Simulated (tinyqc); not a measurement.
Worked calculation: RKS/BLYP in the sto-3g basis, for OH-, spin multiplicity 1. The basis has no diffuse functions, so it cannot describe the extra electron: this is an exercise in the method, not the real anion. Computed by tinyqc, a small Python program that keeps every step (integrals from PySCF). Settings: charge = -1, multiplicity = 1, basis = sto-3g, energy threshold = 1e-10, iteration cap = 71, orthogonalisation = symmetric, start = core, DIIS depth = 0, method = RKS, functional = blyp, grid = [40, 14]. Command: `OMP_NUM_THREADS=1 python tinyqc.py 20567 20568 out.jsonl` (the two numbers bound the seeds that draw the settings). One thread of a shared host (Intel(R) Xeon(R) Processor @ 2.60GHz), about 0.7 s of CPU time with the checks. Later iterations appear only in the table of the cycle.

## One-electron integrals

Geometry (angstrom):
```
atom       x       y       z
O     0.0000  0.0000  0.0000
H     0.0000  0.0000  1.4340
```

Basis sto-3g: exponents (1/bohr^2) and contraction coefficients of normalised primitives:
```
element  l (shell)  exponent  coefficient
O            s (1)  130.7093       0.1543
O            s (1)   23.8089       0.5353
O            s (1)    6.4436       0.4446
O            s (2)    5.0332      -0.1000
O            s (2)    1.1696       0.3995
O            s (2)    0.3804       0.7001
O            p (3)    5.0332       0.1559
O            p (3)    1.1696       0.6077
O            p (3)    0.3804       0.3920
H            s (1)    3.4253       0.1543
H            s (1)    0.6239       0.5353
H            s (1)    0.1689       0.4446
```

Overlap, kinetic and nuclear-attraction integrals over the contracted functions; the nuclear repulsion is the sum of Za Zb / Rab.

nuclear repulsion = 2.952174 hartree

overlap S, order 1O 1s, 1O 2s, 1O 2px, 1O 2py, 1O 2pz, 2H 1s:
```
[[1.0000, 0.2367, 0.0000, 0.0000, 0.0000, 0.0178],
 [0.2367, 1.0000, 0.0000, 0.0000, 0.0000, 0.2235],
 [0.0000, 0.0000, 1.0000, 0.0000, 0.0000, 0.0000],
 [0.0000, 0.0000, 0.0000, 1.0000, 0.0000, 0.0000],
 [0.0000, 0.0000, 0.0000, 0.0000, 1.0000, 0.2184],
 [0.0178, 0.2235, 0.0000, 0.0000, 0.2184, 1.0000]]
```

kinetic energy T (hartree), order 1O 1s, 1O 2s, 1O 2px, 1O 2py, 1O 2pz, 2H 1s:
```
[[29.0032, -0.1680, 0.0000, 0.0000, 0.0000, -0.0056],
 [-0.1680, 0.8081, 0.0000, 0.0000, 0.0000, -0.0001],
 [0.0000, 0.0000, 2.5287, 0.0000, 0.0000, 0.0000],
 [0.0000, 0.0000, 0.0000, 2.5287, 0.0000, 0.0000],
 [0.0000, 0.0000, 0.0000, 0.0000, 2.5287, 0.0506],
 [-0.0056, -0.0001, 0.0000, 0.0000, 0.0506, 0.7600]]
```

nuclear attraction V (hartree), order 1O 1s, 1O 2s, 1O 2px, 1O 2py, 1O 2pz, 2H 1s:
```
[[-60.9875, -7.2704, 0.0000, 0.0000, -0.0069, -0.5587],
 [-7.2704, -9.4208, 0.0000, 0.0000, -0.0870, -1.4760],
 [0.0000, 0.0000, -9.3336, 0.0000, 0.0000, 0.0000],
 [0.0000, 0.0000, 0.0000, -9.3336, 0.0000, 0.0000],
 [-0.0069, -0.0870, 0.0000, 0.0000, -9.3776, -1.2460],
 [-0.5587, -1.4760, 0.0000, 0.0000, -1.2460, -4.1630]]
```

core Hamiltonian H = T + V (hartree), order 1O 1s, 1O 2s, 1O 2px, 1O 2py, 1O 2pz, 2H 1s:
```
[[-31.9843, -7.4384, 0.0000, 0.0000, -0.0069, -0.5642],
 [-7.4384, -8.6127, 0.0000, 0.0000, -0.0870, -1.4762],
 [0.0000, 0.0000, -6.8048, 0.0000, 0.0000, 0.0000],
 [0.0000, 0.0000, 0.0000, -6.8048, 0.0000, 0.0000],
 [-0.0069, -0.0870, 0.0000, 0.0000, -6.8489, -1.1955],
 [-0.5642, -1.4762, 0.0000, 0.0000, -1.1955, -3.4029]]
```

## Two-electron integrals

Functions are numbered as in S; the eight-fold symmetry (ij|kl) = (ji|kl) = (kl|ij) leaves the list below.

Two-electron integrals (ij|kl) in chemists' order, unique and non-zero (hartree):
```
(11|11) 4.7851     (21|11) 0.7414     (21|21) 0.1369     (22|11) 1.1189
(22|21) 0.2566     (22|22) 0.8172     (31|31) 0.0245     (32|31) 0.0378
(32|32) 0.1805     (33|11) 1.1158     (33|21) 0.2567     (33|22) 0.8170
(33|33) 0.8802     (41|41) 0.0245     (42|41) 0.0378     (42|42) 0.1805
(43|43) 0.0474     (44|11) 1.1158     (44|21) 0.2567     (44|22) 0.8170
(44|33) 0.7853     (44|44) 0.8802     (51|51) 0.0245     (52|51) 0.0378
(52|52) 0.1805     (53|53) 0.0474     (54|54) 0.0474     (55|11) 1.1158
(55|21) 0.2567     (55|22) 0.8170     (55|33) 0.7853     (55|44) 0.7853
(55|55) 0.8802     (61|11) 0.0563     (61|21) 0.0103     (61|22) 0.0193
(61|33) 0.0192     (61|44) 0.0192     (61|51) 4.38e-04   (61|52) 0.0008
(61|55) 0.0193     (61|61) 0.0008     (62|11) 0.1662     (62|21) 0.0387
(62|22) 0.1405     (62|33) 0.1380     (62|44) 0.1380     (62|51) 0.0028
(62|52) 0.0238     (62|55) 0.1454     (62|61) 0.0030     (62|62) 0.0327
(63|31) 0.0037     (63|32) 0.0227     (63|53) 0.0047     (63|63) 0.0042
(64|41) 0.0037     (64|42) 0.0227     (64|54) 0.0047     (64|64) 0.0042
(65|11) 0.1333     (65|21) 0.0314     (65|22) 0.1219     (65|33) 0.1167
(65|44) 0.1167     (65|51) 0.0056     (65|52) 0.0415     (65|55) 0.1320
(65|61) 0.0025     (65|62) 0.0346     (65|65) 0.0404     (66|11) 0.3670
(66|21) 0.0868     (66|22) 0.3631     (66|33) 0.3514     (66|44) 0.3514
(66|51) 0.0066     (66|52) 0.0793     (66|55) 0.3862     (66|61) 0.0067
(66|62) 0.1175     (66|65) 0.1429     (66|66) 0.7746
```

## Orthogonalisation

S = U s U^T; symmetric (Loewdin) form X = U s^(-1/2) U^T, so that X^T S X = 1.

eigenvalues of S: [0.6425, 0.8501, 1.0000, 1.0000, 1.1333, 1.3741]

X, order 1O 1s, 1O 2s, 1O 2px, 1O 2py, 1O 2pz, 2H 1s:
```
[[1.0223, -0.1253, 0.0000, 0.0000, -0.0025, 0.0125],
 [-0.1253, 1.0432, 0.0000, 0.0000, 0.0203, -0.1219],
 [0.0000, 0.0000, 1.0000, 0.0000, 0.0000, 0.0000],
 [0.0000, 0.0000, 0.0000, 1.0000, 0.0000, 0.0000],
 [-0.0025, 0.0203, 0.0000, 0.0000, 1.0193, -0.1165],
 [0.0125, -0.1219, 0.0000, 0.0000, -0.1165, 1.0398]]
```

## Starting guess

The start is the orbitals of the core Hamiltonian; D = 2 C_occ C_occ^T.

D at the start, order 1O 1s, 1O 2s, 1O 2px, 1O 2py, 1O 2pz, 2H 1s:
```
[[2.1209, -0.5134, 0.0000, 0.0000, -0.0122, 0.0381],
 [-0.5134, 2.1802, 0.0000, 0.0000, 0.0656, -0.1582],
 [0.0000, 0.0000, 2.0000, 0.0000, 0.0000, 0.0000],
 [0.0000, 0.0000, 0.0000, 2.0000, 0.0000, 0.0000],
 [-0.0122, 0.0656, 0.0000, 0.0000, 2.0680, -0.1966],
 [0.0381, -0.1582, 0.0000, 0.0000, -0.1966, 0.0293]]
```

## Iteration 1: exchange-correlation on the grid

Becke grid with 40 radial and 14 angular points per atom, points of zero weight dropped. rho = sum D_ij phi_i phi_j; V_xc,ij = sum w v_xc phi_i phi_j plus the gradient terms; v_xc is d(rho eps)/d rho at fixed gradient.

The 16 grid points with the largest w rho, of 1097 (bohr, atomic units):
```
x              y        z       w     rho  |grad rho|^2   eps_xc     v_xc
0.6521    0.6521   0.6521  0.1972  0.4076        1.1905  -0.6265  -0.7467
-0.6521   0.6521   0.6521  0.1972  0.4076        1.1905  -0.6265  -0.7467
0.6521   -0.6521   0.6521  0.1972  0.4076        1.1905  -0.6265  -0.7467
-0.6521  -0.6521   0.6521  0.1972  0.4076        1.1905  -0.6265  -0.7467
-0.6521  -0.6521  -0.6521  0.1989  0.4022        1.1333  -0.6234  -0.7438
0.6521   -0.6521  -0.6521  0.1989  0.4022        1.1333  -0.6234  -0.7438
-0.6521   0.6521  -0.6521  0.1989  0.4022        1.1333  -0.6234  -0.7438
0.6521    0.6521  -0.6521  0.1989  0.4022        1.1333  -0.6234  -0.7438
0.5614    0.5614   0.5614  0.1322  0.6020        1.9086  -0.6940  -0.8559
0.5614   -0.5614   0.5614  0.1322  0.6020        1.9086  -0.6940  -0.8559
-0.5614   0.5614   0.5614  0.1322  0.6020        1.9086  -0.6940  -0.8559
-0.5614  -0.5614   0.5614  0.1322  0.6020        1.9086  -0.6940  -0.8559
-0.5614  -0.5614  -0.5614  0.1326  0.5915        1.8063  -0.6899  -0.8513
-0.5614   0.5614  -0.5614  0.1326  0.5915        1.8063  -0.6899  -0.8513
0.5614   -0.5614  -0.5614  0.1326  0.5915        1.8063  -0.6899  -0.8513
0.5614    0.5614  -0.5614  0.1326  0.5915        1.8063  -0.6899  -0.8513
```

electrons on the grid, sum of w rho = 9.9894

E_xc = sum of w rho eps_xc = -10.112163 hartree

V_xc (hartree), order 1O 1s, 1O 2s, 1O 2px, 1O 2py, 1O 2pz, 2H 1s:
```
[[-3.1354, -0.4385, 0.0000, 0.0000, -0.0005, -0.0336],
 [-0.4385, -0.8364, 0.0000, 0.0000, -0.0002, -0.1223],
 [0.0000, 0.0000, -0.8299, 0.0000, 0.0000, 0.0000],
 [0.0000, 0.0000, 0.0000, -0.8299, 0.0000, 0.0000],
 [-0.0005, -0.0002, 0.0000, 0.0000, -0.8318, -0.0965],
 [-0.0336, -0.1223, 0.0000, 0.0000, -0.0965, -0.2320]]
```

## Iteration 1: building the Kohn-Sham matrix

J_ij = sum D_kl (ij|kl); F = H + J + V_xc; E = tr D H + tr D J / 2 + E_xc + E_nn.

Coulomb J (hartree), order 1O 1s, 1O 2s, 1O 2px, 1O 2py, 1O 2pz, 2H 1s:
```
[[18.5075, 3.5276, 0.0000, 0.0000, 0.0015, 0.2662],
 [3.5276, 8.7687, 0.0000, 0.0000, 0.0013, 1.4548],
 [0.0000, 0.0000, 8.7611, 0.0000, 0.0000, 0.0000],
 [0.0000, 0.0000, 0.0000, 8.7611, 0.0000, 0.0000],
 [0.0015, 0.0013, 0.0000, 0.0000, 8.7603, 1.2389],
 [0.2662, 1.4548, 0.0000, 0.0000, 1.2389, 3.6249]]
```

Kohn-Sham matrix F (hartree), order 1O 1s, 1O 2s, 1O 2px, 1O 2py, 1O 2pz, 2H 1s:
```
[[-16.6121, -4.3493, 0.0000, 0.0000, -0.0059, -0.3316],
 [-4.3493, -0.6804, 0.0000, 0.0000, -0.0859, -0.1437],
 [0.0000, 0.0000, 1.1264, 0.0000, 0.0000, 0.0000],
 [0.0000, 0.0000, 0.0000, 1.1264, 0.0000, 0.0000],
 [-0.0059, -0.0859, 0.0000, 0.0000, 1.0795, -0.0531],
 [-0.3316, -0.1437, 0.0000, 0.0000, -0.0531, -0.0101]]
```

total energy of this density = -73.189599 hartree

## Iteration 1: diagonalisation and new density

Diagonalise F' = X^T F X, C = X C', fill 5 alpha and 5 beta electrons from the bottom; D = 2 C_occ C_occ^T. Each column has its largest component positive (the first on a tie).

F' = X^T F X (hartree):
```
[[-16.2648, -2.4520, 0.0000, 0.0000, -0.0092, -0.0073],
 [-2.4520, 0.1590, 0.0000, 0.0000, -0.0461, -0.1174],
 [0.0000, 0.0000, 1.1264, 0.0000, 0.0000, 0.0000],
 [0.0000, 0.0000, 0.0000, 1.1264, 0.0000, 0.0000],
 [-0.0092, -0.0461, 0.0000, 0.0000, 1.1311, -0.1771],
 [-0.0073, -0.1174, 0.0000, 0.0000, -0.1771, 0.0425]]
```

orbital energies (hartree): [-16.6231, -0.0130, 0.5437, 1.1264, 1.1264, 1.1603]

coefficients C, order 1O 1s, 1O 2s, 1O 2px, 1O 2py, 1O 2pz, 2H 1s:
```
[[0.9934, -0.0503, -0.2673, 0.0000, 0.0000, 0.0061],
 [0.0267, 0.1191, 1.0509, 0.0000, 0.0000, -0.0043],
 [0.0000, 0.0000, 0.0000, 0.9999, 0.0105, 0.0000],
 [0.0000, 0.0000, 0.0000, -0.0105, 0.9999, 0.0000],
 [0.0012, 0.0530, 0.0517, 0.0000, 0.0000, 1.0235],
 [-0.0039, 0.9550, -0.3546, 0.0000, 0.0000, -0.2684]]
```

D after iteration 1, order 1O 1s, 1O 2s, 1O 2px, 1O 2py, 1O 2pz, 2H 1s:
```
[[2.1217, -0.5206, 0.0000, 0.0000, -0.0305, 0.0858],
 [-0.5206, 2.2385, 0.0000, 0.0000, 0.1214, -0.5180],
 [0.0000, 0.0000, 2.0000, 0.0000, 0.0000, 0.0000],
 [0.0000, 0.0000, 0.0000, 2.0000, 0.0000, 0.0000],
 [-0.0305, 0.1214, 0.0000, 0.0000, 0.0110, 0.0645],
 [0.0858, -0.5180, 0.0000, 0.0000, 0.0645, 2.0756]]
```

Within a degenerate level the vectors are fixed only up to a rotation; this is one choice.

## Iteration 2: exchange-correlation on the grid

As before.

The 16 grid points with the largest w rho, of 1097 (bohr, atomic units):
```
x              y       z       w     rho  |grad rho|^2   eps_xc     v_xc
0.0000    1.1294  0.0000  0.1767  0.4041        1.1516  -0.6244  -0.7448
1.1294    0.0000  0.0000  0.1767  0.4041        1.1516  -0.6244  -0.7448
0.0000   -1.1294  0.0000  0.1767  0.4041        1.1516  -0.6244  -0.7448
-1.1294   0.0000  0.0000  0.1767  0.4041        1.1516  -0.6244  -0.7448
0.0000    0.9724  0.0000  0.1178  0.5951        1.8416  -0.6913  -0.8528
0.0000   -0.9724  0.0000  0.1178  0.5951        1.8416  -0.6913  -0.8528
-0.9724   0.0000  0.0000  0.1178  0.5951        1.8416  -0.6913  -0.8528
0.9724    0.0000  0.0000  0.1178  0.5951        1.8416  -0.6913  -0.8528
0.0000    1.3037  0.0000  0.2610  0.2455        0.5602  -0.5510  -0.6281
0.0000   -1.3037  0.0000  0.2610  0.2455        0.5602  -0.5510  -0.6281
1.3037    0.0000  0.0000  0.2610  0.2455        0.5602  -0.5510  -0.6281
-1.3037   0.0000  0.0000  0.2610  0.2455        0.5602  -0.5510  -0.6281
-0.6521  -0.6521  0.6521  0.1972  0.3159        0.7661  -0.5844  -0.6851
0.6521   -0.6521  0.6521  0.1972  0.3159        0.7661  -0.5844  -0.6851
-0.6521   0.6521  0.6521  0.1972  0.3159        0.7661  -0.5844  -0.6851
0.6521    0.6521  0.6521  0.1972  0.3159        0.7661  -0.5844  -0.6851
```

electrons on the grid, sum of w rho = 9.9752

E_xc = sum of w rho eps_xc = -9.417616 hartree

V_xc (hartree), order 1O 1s, 1O 2s, 1O 2px, 1O 2py, 1O 2pz, 2H 1s:
```
[[-3.1183, -0.4243, 0.0000, 0.0000, -0.0016, -0.0325],
 [-0.4243, -0.7630, 0.0000, 0.0000, -0.0154, -0.1246],
 [0.0000, 0.0000, -0.7967, 0.0000, 0.0000, 0.0000],
 [0.0000, 0.0000, 0.0000, -0.7967, 0.0000, 0.0000],
 [-0.0016, -0.0154, 0.0000, 0.0000, -0.6771, -0.1085],
 [-0.0325, -0.1246, 0.0000, 0.0000, -0.1085, -0.5268]]
```

## Iteration 2: building the Kohn-Sham matrix

As before.

Coulomb J (hartree), order 1O 1s, 1O 2s, 1O 2px, 1O 2py, 1O 2pz, 2H 1s:
```
[[16.9771, 3.1804, 0.0000, 0.0000, 0.0193, 0.2404],
 [3.1804, 7.8402, 0.0000, 0.0000, 0.1870, 1.4013],
 [0.0000, 0.0000, 7.8732, 0.0000, 0.0000, 0.0000],
 [0.0000, 0.0000, 0.0000, 7.8732, 0.0000, 0.0000],
 [0.0193, 0.1870, 0.0000, 0.0000, 7.7511, 1.2674],
 [0.2404, 1.4013, 0.0000, 0.0000, 1.2674, 4.4351]]
```

Kohn-Sham matrix F (hartree), order 1O 1s, 1O 2s, 1O 2px, 1O 2py, 1O 2pz, 2H 1s:
```
[[-18.1255, -4.6824, 0.0000, 0.0000, 0.0108, -0.3562],
 [-4.6824, -1.5354, 0.0000, 0.0000, 0.0846, -0.1994],
 [0.0000, 0.0000, 0.2717, 0.0000, 0.0000, 0.0000],
 [0.0000, 0.0000, 0.0000, 0.2717, 0.0000, 0.0000],
 [0.0108, 0.0846, 0.0000, 0.0000, 0.2251, -0.0366],
 [-0.3562, -0.1994, 0.0000, 0.0000, -0.0366, 0.5053]]
```

total energy of this density = -74.040943 hartree

## Iteration 2: diagonalisation and new density

As before.

F' = X^T F X (hartree):
```
[[-17.7748, -2.5066, 0.0000, 0.0000, -0.0108, -0.0096],
 [-2.5066, -0.6804, 0.0000, 0.0000, 0.1104, -0.1574],
 [0.0000, 0.0000, 0.2717, 0.0000, 0.0000, 0.0000],
 [0.0000, 0.0000, 0.0000, 0.2717, 0.0000, 0.0000],
 [-0.0108, 0.1104, 0.0000, 0.0000, 0.2533, -0.1417],
 [-0.0096, -0.1574, 0.0000, 0.0000, -0.1417, 0.5906]]
```

orbital energies (hartree): [-18.1348, -0.3586, 0.2061, 0.2717, 0.2717, 0.6761]

coefficients C, order 1O 1s, 1O 2s, 1O 2px, 1O 2py, 1O 2pz, 2H 1s:
```
[[0.9941, -0.2621, -0.0208, 0.0000, 0.0000, 0.0596],
 [0.0241, 1.0094, 0.0620, 0.0000, 0.0000, -0.3098],
 [0.0000, 0.0000, 0.0000, 0.9756, -0.2196, 0.0000],
 [0.0000, 0.0000, 0.0000, 0.2196, 0.9756, 0.0000],
 [0.0000, -0.1444, 0.8994, 0.0000, 0.0000, -0.4723],
 [-0.0032, 0.0402, 0.2711, 0.0000, 0.0000, 1.0172]]
```

D after iteration 2, order 1O 1s, 1O 2s, 1O 2px, 1O 2py, 1O 2pz, 2H 1s:
```
[[2.1147, -0.4838, 0.0000, 0.0000, 0.0383, -0.0387],
 [-0.4838, 2.0466, 0.0000, 0.0000, -0.1800, 0.1146],
 [0.0000, 0.0000, 2.0000, 0.0000, 0.0000, 0.0000],
 [0.0000, 0.0000, 0.0000, 2.0000, 0.0000, 0.0000],
 [0.0383, -0.1800, 0.0000, 0.0000, 1.6597, 0.4761],
 [-0.0387, 0.1146, 0.0000, 0.0000, 0.4761, 0.1502]]
```

Within a degenerate level the vectors are fixed only up to a rotation; this is one choice.

## Convergence

Stop when the energy changes by less than 1e-10 hartree and every element of the error matrix X^T (F D S - S D F) X is below 3e-06.

Course of the cycle:
```
iteration  E (hartree)     change  largest element of the error matrix
1           -73.189599          -                             3.92e-01
2           -74.040943  -8.51e-01                             3.60e-01
3           -73.715043   3.26e-01                             8.03e-01
4           -74.053093  -3.38e-01                             3.65e-01
5           -73.725012   3.28e-01                             8.03e-01
6           -74.053584  -3.29e-01                             3.66e-01
7           -73.725396   3.28e-01                             8.03e-01
8           -74.053606  -3.28e-01                             3.66e-01
9           -73.725412   3.28e-01                             8.03e-01
10          -74.053607  -3.28e-01                             3.66e-01
11          -73.725412   3.28e-01                             8.03e-01
12          -74.053607  -3.28e-01                             3.66e-01
13          -73.725412   3.28e-01                             8.03e-01
14          -74.053607  -3.28e-01                             3.66e-01
...                ...        ...                                  ...
58          -74.053607  -3.28e-01                             3.66e-01
59          -73.725412   3.28e-01                             8.03e-01
60          -74.053607  -3.28e-01                             3.66e-01
61          -73.725412   3.28e-01                             8.03e-01
62          -74.053607  -3.28e-01                             3.66e-01
63          -73.725412   3.28e-01                             8.03e-01
64          -74.053607  -3.28e-01                             3.66e-01
65          -73.725412   3.28e-01                             8.03e-01
66          -74.053607  -3.28e-01                             3.66e-01
67          -73.725412   3.28e-01                             8.03e-01
68          -74.053607  -3.28e-01                             3.66e-01
69          -73.725412   3.28e-01                             8.03e-01
70          -74.053607  -3.28e-01                             3.66e-01
71          -73.725412   3.28e-01                             8.03e-01
```

PySCF RKS in the same basis, fine grid = -74.355730 hartree

Not converged within the cap of 71 iterations: the residual has stopped falling: the iteration swings between two states. Reruns (cap 100 unless said): DIIS 8: converged in 12; damping 0.5: converged in 34; level shift 0.5: converged in 10; atomic densities as start, DIIS 8: converged in 9; the original settings with a cap of 400: not converged.
